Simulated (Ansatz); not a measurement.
Consider the isomerisation: `C#COCF` → `OCC#CF`.

Isolated molecules relaxed with PBE0-D4/def2-TZVP in Ansatz; ΔE leaves out vibrations. CCSD(T)/CBS adds triple-zeta CCSD(T) − MP2 to the extrapolated MP2 energy (def2 sets, frozen cores). DFT in def2-TZVPP. Each species was taken in one conformer, which may not be the lowest.

`C#COCF`:

Cartesian coordinates in Å:
```
C -1.470 1.417 0.478
C -0.806 0.423 0.554
O -0.096 -0.656 0.648
C 0.896 -0.777 -0.362
F 1.531 -1.936 -0.120
H -2.071 2.293 0.427
H 0.414 -0.818 -1.343
H 1.602 0.055 -0.282
```

`OCC#CF`:

```xyz
8

O    -0.306    1.389   -0.988
C     0.054    0.828    0.255
C    -0.056   -0.629    0.290
C    -0.129   -1.822    0.289
F    -0.214   -3.092    0.293
H     0.202    0.946   -1.674
H     1.074    1.115    0.543
H    -0.624    1.264    0.992
```

```json
{"level": "LDA (SPW92)", "ΔE (kJ/mol)": "7.5"}
{"level": "BHLYP-D4", "ΔE (kJ/mol)": "18.4"}
{"level": "CAM-B3LYP", "ΔE (kJ/mol)": "16.6"}
{"level": "CCSD/CBS(def2)", "ΔE (kJ/mol)": "12.3"}
```

Question: What does CCSD(T)/CBS give? (Best estimate.)

Answer: Ansatz gave: +12.2 kJ/mol. The listed levels differ from it by -4.7, 6.2, 4.4, 0.1 kJ/mol.

Question: What do rigid-rotor, harmonic-oscillator terms from PBE0-D4/def2-TZVP frequencies (298.15 K, 1 bar) make of the CCSD(T)/CBS value? (An estimate is asked.)

Answer: Computed: ΔZPE = +2.4 kJ/mol, ΔH = +14.8 kJ/mol, ΔS = -1 J/(mol·K), ΔG = +15.2 kJ/mol.

Largest T1 diagnostic among the species: 0.013.

Leaving LDA and LC-ωPBE aside and taking each functional with its dispersion term where it has one, the values, not all of them listed here, spread over 10.5 kJ/mol, from PBE-D4 to BHLYP-D4. In def2-TZVPP, CCSD(T) changes the Hartree–Fock value by −12.3 kJ/mol (the triples alone add −0.0 kJ/mol) and MP2 by −14.4 kJ/mol.
